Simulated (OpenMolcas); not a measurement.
# A workflow on C2H3ClF2 (1-chloro-1,1-difluoroethane)

Wanted: the energy (HF/ANO-R0), then a single-point energy (CASSCF(10,10)/ANO-R1), then a single-point energy (CASPT2(10,10)/ANO-R1) of C2H3ClF2 (1-chloro-1,1-difluoroethane). 

Program for the calculation: OpenMolcas 26.06.

## Step 1: Starting point

C2H3ClF2: 8 atoms, total charge 0, spin state singlet. SMILES: `CC(F)(F)Cl`. The coordinates come from a GFN2-xTB relaxation.

Bond lengths: C1–C2 1.508 Å, C2–F3 1.347 Å, C2–F4 1.346 Å, C2–Cl5 1.793 Å, C1–H6 1.086 Å, C1–H7 1.089 Å, C1–H8 1.086 Å. Some angles: C1–C2–F3 111.6°, C1–C2–F4 111.6°, C1–C2–Cl5 112.0°, F3–C2–F4 105.6°, F3–C2–Cl5 107.8°, F4–C2–Cl5 107.9°, C2–C1–H6 109.5°, C2–C1–H7 108.7°, C2–C1–H8 109.5°, H6–C1–H7 109.6°.

## Step 2: A single-point energy at HF/ANO-R0 (sfX2C) (run 1)

step1.inp reads:

```
* C2H3ClF2 Hartree-Fock

&gateway
 coord
 8
 angstrom
 C       -0.598650      -0.308890       0.482700
 C        0.524640       0.180140      -0.396340
 F        1.724140       0.012840       0.193850
 F        0.589220      -0.511840      -1.549250
 Cl       0.350840       1.916930      -0.804840
 H       -0.602950       0.253260       1.411870
 H       -0.441670      -1.365210       0.694730
 H       -1.545570      -0.177240      -0.032730
 basis=ANO-R0
 group=NoSym

&seward

&scf
 prorbitals=1 1
```

Command:

```sh
$ export MOLCAS_MEM=1860
$ pymolcas step1.inp > step1.log
```

Output:

```text
--- Start Module: gateway ---
[...]
--- Stop Module: gateway /rc=_RC_ALL_IS_WELL_ ---
--- Start Module: seward ---
[...]
      Basis functions           32
--- Stop Module: seward /rc=_RC_ALL_IS_WELL_ ---
[...]
--- Start Module: scf ---
[...]
       Convergence after  10 Iterations
[...]
::    Total SCF energy                               -736.9611261476
[...]
      Total spin, S                                     0.0000000000
[...]
      Total electronic charge=   50.000000
      Total            charge=   -0.000000
[...]
      Dipole Moment (debye):
      Origin of the operator (angstrom)=    0.5273    0.5471   -0.5077
                   X= -7.1829E-01               Y= -7.2444E-01               Z=  6.8275E-01           Total=  1.2276E+00
      Quadrupole Moment (debye*angstrom):
[...]
--- Stop Module: scf /rc=_RC_ALL_IS_WELL_ ---
[...]
```

Wall time 2.7 s (1 thread of Arm Neoverse V2, shared host); peak memory 0.38 GiB.

## Step 3: The energy at CASSCF(10,10)/ANO-R1 (sfX2C, RICD fitting) (run 2)

step2.inp reads:

```
&GATEWAY
 COORD
 8
 angstrom
 C       -0.598650      -0.308890       0.482700
 C        0.524640       0.180140      -0.396340
 F        1.724140       0.012840       0.193850
 F        0.589220      -0.511840      -1.549250
 Cl       0.350840       1.916930      -0.804840
 H       -0.602950       0.253260       1.411870
 H       -0.441670      -1.365210       0.694730
 H       -1.545570      -0.177240      -0.032730
 BASIS=ANO-R0
 GROUP=NoSym

&SEWARD

&RASSCF
 FILEORB=$CurrDir/step1.ScfOrb
 SPIN=1
 NACTEL=10 0 0
 INACTIVE=20
 RAS2=10
 ORBLISTING=Nothing
>>> COPY $Project.RunFile RUNFIL1
>>> COPY $Project.RasOrb INPORB

&GATEWAY
 COORD
 8
 angstrom
 C       -0.598650      -0.308890       0.482700
 C        0.524640       0.180140      -0.396340
 F        1.724140       0.012840       0.193850
 F        0.589220      -0.511840      -1.549250
 Cl       0.350840       1.916930      -0.804840
 H       -0.602950       0.253260       1.411870
 H       -0.441670      -1.365210       0.694730
 H       -1.545570      -0.177240      -0.032730
 BASIS=ANO-R1
 GROUP=NoSym
 RICD

&SEWARD
>>> COPY $Project.RunFile RUNFIL2

&EXPBAS

&RASSCF
 FILEORB=$Project.ExpOrb
 SPIN=1
 NACTEL=10 0 0
 INACTIVE=20
 RAS2=10
 ORBLISTING=Nothing
 ORBAPPEAR=Compact
```

Command:

```sh
$ export MOLCAS_MEM=1860
$ pymolcas step2.inp > step2.log
```

Output:

```text
--- Start Module: gateway ---
[...]
--- Stop Module: gateway /rc=_RC_ALL_IS_WELL_ ---
[...]
      Basis functions           32
[...]
      Number of active orbitals                 10
[...]
      Spin quantum number                      0.0
[...]
      Active orbitals                           10
[...]
      Number of CSFs                         19404
[...]
      Number of root(s) required                 1
[...]
 ###    WARNING: Large orbital rotation.                                     ###
 ###############################################################################
      Molecular orbital  32 of symmetry 1 MO space 3  weight is    0.439759
[...]
      Convergence after 37 iterations
[...]
      printout of CI-coefficients larger than  0.05 for root  1
      energy=    -737.066397
      conf/sym  1111111111     Coeff  Weight
             1  2222200000  -0.96662 0.93435
            27  2222020000   0.05198 0.00270
           164  2202202000   0.09248 0.00855
           235  ud222000ud  -0.06005 0.00361
           251  0222200002   0.07004 0.00491
      Natural orbitals and occupation numbers for root  1
      sym 1:   1.966537   1.971793   1.962863   1.983585   1.980282   0.018556   0.036891   0.020357   0.029127   0.030010
      ************************************************************************************************************************
      *                                                    Final results                                                     *
[...]
::    RASSCF root number  1 Total energy:   -737.06639718
[...]
      Basis functions           89
[...]
--- Start Module: expbas ---
[...]
--- Stop Module: expbas /rc=_RC_ALL_IS_WELL_ ---
--- Start Module: rasscf ---
[...]
      Convergence after 16 iterations
[...]
      Natural orbitals and occupation numbers for root  1
      sym 1:   1.975118   1.975688   1.970745   1.983584   1.980931   0.017446   0.031716   0.019492   0.023346   0.021935
      ************************************************************************************************************************
      *                                                    Final results                                                     *
[...]
::    RASSCF root number  1 Total energy:   -737.71027641
[...]
      Total electronic charge=   50.000000
      Total            charge=   -0.000000
[...]
      Dipole Moment (debye):
      Origin of the operator (angstrom)=    0.5273    0.5471   -0.5077
                   X= -1.7371E+00               Y= -6.2536E-01               Z=  1.3343E+00           Total=  2.2779E+00
      Quadrupole Moment (debye*angstrom):
[...]
--- Stop Module: rasscf /rc=_RC_ALL_IS_WELL_ ---
[...]
```

Run time: 21 s. Hardware: 1 thread of Arm Neoverse V2, shared host; peak memory 0.38 GiB.

## Step 4: A single-point energy at CASPT2(10,10)/ANO-R1 (sfX2C, RICD fitting, ipea shift 0.25 Eh, pt2 variant SS) (run 3)

step3.inp reads:

```
&GATEWAY
Coord
8
angstrom
C       -0.598650      -0.308890       0.482700
C        0.524640       0.180140      -0.396340
F        1.724140       0.012840       0.193850
F        0.589220      -0.511840      -1.549250
Cl       0.350840       1.916930      -0.804840
H       -0.602950       0.253260       1.411870
H       -0.441670      -1.365210       0.694730
H       -1.545570      -0.177240      -0.032730
Basis=ANO-R1
Group=NoSym
RICD
&SEWARD
&RASSCF
FileOrb=$CurrDir/step2.RasOrb
Spin=1
Nactel=10 0 0
Inactive=20
Ras2=10
OrbListing=Nothing
OrbAppear=Compact
&CASPT2
Imaginary=0.2
```

Command:

```sh
$ export MOLCAS_MEM=1860
$ pymolcas step3.inp > step3.log
```

Output:

```text
--- Start Module: gateway ---
[...]
--- Stop Module: gateway /rc=_RC_ALL_IS_WELL_ ---
[...]
      Basis functions           89
[...]
--- Start Module: rasscf ---
[...]
      Number of active orbitals                 10
[...]
      Spin quantum number                      0.0
[...]
      Active orbitals                           10
[...]
      Number of CSFs                         19404
[...]
      Number of root(s) required                 1
[...]
      Convergence after  6 iterations
[...]
      printout of CI-coefficients larger than  0.05 for root  1
      energy=    -737.710276
      conf/sym  1111111111     Coeff  Weight
             1  2222200000  -0.97180 0.94439
           164  2202202000   0.08104 0.00657
           169  220220u0d0   0.06024 0.00363
      Natural orbitals and occupation numbers for root  1
      sym 1:   1.975118   1.975688   1.970746   1.983584   1.980931   0.017445   0.031716   0.019492   0.023346   0.021935
      ************************************************************************************************************************
      *                                                    Final results                                                     *
[...]
::    RASSCF root number  1 Total energy:   -737.71027641
[...]
      Total electronic charge=   50.000000
      Total            charge=   -0.000000
[...]
      Dipole Moment (debye):
      Origin of the operator (angstrom)=    0.5273    0.5471   -0.5077
                   X= -1.7371E+00               Y= -6.2534E-01               Z=  1.3343E+00           Total=  2.2779E+00
      Quadrupole Moment (debye*angstrom):
[...]
--- Stop Module: rasscf /rc=_RC_ALL_IS_WELL_ ---
[...]
--- Start Module: caspt2 ---
[...]
      E2 (Variational):          -0.6961989798
      Total energy:            -738.4064753909
[...]
      Reference weight:           0.84079
[...]
::    CASPT2 Root  1     Total energy:   -738.40647539
[...]
--- Stop Module: caspt2 /rc=_RC_ALL_IS_WELL_ ---
[...]
```

It took 18 s on 1 thread of Arm Neoverse V2, shared host; peak memory 0.084 GiB.

## Step 5: Results

```
                                                   quantity          value
                             run 1, HF/ANO-R0: total energy  -736.96113 Eh
                            run 1, HF/ANO-R0: dipole moment         1.23 D
                              run 1, HF/ANO-R0: HOMO energy      -11.93 eV
                              run 1, HF/ANO-R0: LUMO energy        5.48 eV
                            run 1, HF/ANO-R0: HOMO–LUMO gap       17.41 eV
                  run 2, CASSCF(10,10)/ANO-R1: total energy  -737.71028 Eh
run 2, CASSCF(10,10)/ANO-R1: dipole moment (CASSCF density)         2.28 D
                  run 3, CASPT2(10,10)/ANO-R1: total energy  -738.40648 Eh
run 3, CASPT2(10,10)/ANO-R1: dipole moment (CASSCF density)         2.28 D
```

What this shows: Mulliken charges (run 3, CASPT2(10,10)/ANO-R1) of the CASSCF density run from -0.22 on F3 to +0.46 on C2; they depend strongly on the basis.
